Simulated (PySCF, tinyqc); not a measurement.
Worked calculation: RHF in the sto-3g basis, for LiH, spin multiplicity 1. The lowest restricted solution is unstable here: a spin-polarised one lies 0.0606 hartree lower (PySCF). One step of it, computed by the program tinyqc.

Task: Iteration 2: building the Fock matrix. J_ij = sum D_kl (ij|kl), K_ij = sum D_kl (ik|jl); F = H + J - 0.5 K; E = tr D H + tr D J / 2 - 0.25 tr D K + E_nn.

D after iteration 1, lower triangle:
```
,1Li 1s,1Li 2s,1Li 2px,1Li 2py,1Li 2pz,2H 1s
1Li 1s,1.009499
1Li 2s,-0.021948,0.012842
1Li 2px,0.000000,0.000000,1.819932
1Li 2py,0.000000,0.000000,0.572461,0.180068
1Li 2pz,-0.014264,0.064253,0.000000,0.000000,0.330878
2H 1s,0.023813,-0.108129,0.000000,0.000000,-0.556846,0.937135
```

core Hamiltonian H = T + V (hartree), lower triangle:
```
,1Li 1s,1Li 2s,1Li 2px,1Li 2py,1Li 2pz,2H 1s
1Li 1s,-4.592754
1Li 2s,-1.029591,-1.289631
1Li 2px,0.000000,0.000000,-1.049138
1Li 2py,0.000000,0.000000,0.000000,-1.049138
1Li 2pz,-0.005130,-0.059533,0.000000,0.000000,-1.088629
2H 1s,-0.014226,-0.194728,0.000000,0.000000,-0.290986,-1.026557
```

Two-electron integrals (ij|kl) in chemists' order, unique and non-zero (hartree):
```
i,j,k,l,(ij|kl)
1,1,1,1,1.680395
2,1,1,1,0.265420
2,1,2,1,0.049941
2,2,1,1,0.397727
2,2,2,1,0.092860
2,2,2,2,0.290562
3,1,3,1,0.008981
3,2,3,1,0.013788
3,2,3,2,0.064184
3,3,1,1,0.396640
3,3,2,1,0.092880
3,3,2,2,0.290497
3,3,3,3,0.312946
4,1,4,1,0.008981
4,2,4,1,0.013788
4,2,4,2,0.064184
4,3,4,3,0.016869
4,4,1,1,0.396640
4,4,2,1,0.092880
4,4,2,2,0.290497
4,4,3,3,0.279207
4,4,4,4,0.312946
5,1,5,1,0.008981
5,2,5,1,0.013788
5,2,5,2,0.064184
5,3,5,3,0.016869
5,4,5,4,0.016869
5,5,1,1,0.396640
5,5,2,1,0.092880
5,5,2,2,0.290497
5,5,3,3,0.279207
5,5,4,4,0.279207
5,5,5,5,0.312946
6,1,1,1,0.003118
6,1,2,1,0.000608
6,1,2,2,0.001214
6,1,3,3,0.001193
6,1,4,4,0.001193
6,1,5,1,0.000099
6,1,5,2,0.000204
6,1,5,5,0.001259
6,1,6,1,0.000009
6,2,1,1,0.034414
6,2,2,1,0.008262
6,2,2,2,0.031564
6,2,3,3,0.029661
6,2,4,4,0.029661
6,2,5,1,0.001129
6,2,5,2,0.009945
6,2,5,5,0.035330
6,2,6,1,0.000132
6,2,6,2,0.009146
6,3,3,1,0.000289
6,3,3,2,0.001985
6,3,5,3,0.001051
6,3,6,3,0.000315
6,4,4,1,0.000289
6,4,4,2,0.001985
6,4,5,4,0.001051
6,4,6,4,0.000315
6,5,1,1,0.051547
6,5,2,1,0.012400
6,5,2,2,0.047902
6,5,3,3,0.044796
6,5,4,4,0.044796
6,5,5,1,0.001745
6,5,5,2,0.015550
6,5,5,5,0.054056
6,5,6,1,0.000200
6,5,6,2,0.014454
6,5,6,5,0.022880
6,6,1,1,0.186658
6,6,2,1,0.045009
6,6,2,2,0.183911
6,6,3,3,0.171496
6,6,4,4,0.171496
6,6,5,1,0.005128
6,6,5,2,0.057938
6,6,5,5,0.208401
6,6,6,1,0.000705
6,6,6,2,0.074172
6,6,6,5,0.118683
6,6,6,6,0.774606
```

nuclear repulsion = 0.55997588 hartree

Give: Coulomb J; exchange K; Fock matrix F; total energy of this density.

Result:

Coulomb J (hartree), lower triangle:
```
,1Li 1s,1Li 2s,1Li 2px,1Li 2py,1Li 2pz,2H 1s
1Li 1s,2.7246
1Li 2s,0.5100,1.1905
1Li 2px,0.0000,0.0000,1.2167
1Li 2py,0.0000,0.0000,0.0193,1.1614
1Li 2pz,0.0041,0.0427,0.0000,0.0000,1.1895
2H 1s,0.0064,0.1585,0.0000,0.0000,0.2442,1.1858
```

exchange K (hartree), lower triangle:
```
,1Li 1s,1Li 2s,1Li 2px,1Li 2py,1Li 2pz,2H 1s
1Li 1s,1.7062
1Li 2s,0.2906,0.1907
1Li 2px,0.0000,0.0000,0.5862
1Li 2py,0.0000,0.0000,0.1695,0.1006
1Li 2pz,-0.0005,0.0005,0.0000,0.0000,0.1045
2H 1s,0.0010,0.0229,0.0000,0.0000,-0.0019,0.5879
```

Fock matrix F (hartree), lower triangle:
```
,1Li 1s,1Li 2s,1Li 2px,1Li 2py,1Li 2pz,2H 1s
1Li 1s,-2.7213
1Li 2s,-0.6649,-0.1945
1Li 2px,0.0000,0.0000,-0.1255
1Li 2py,0.0000,0.0000,-0.0654,0.0620
1Li 2pz,-0.0007,-0.0171,0.0000,0.0000,0.0486
2H 1s,-0.0084,-0.0477,0.0000,0.0000,-0.0459,-0.1347
```

total energy of this density = -4.807095 hartree

This density is a damped mixture and is not idempotent.
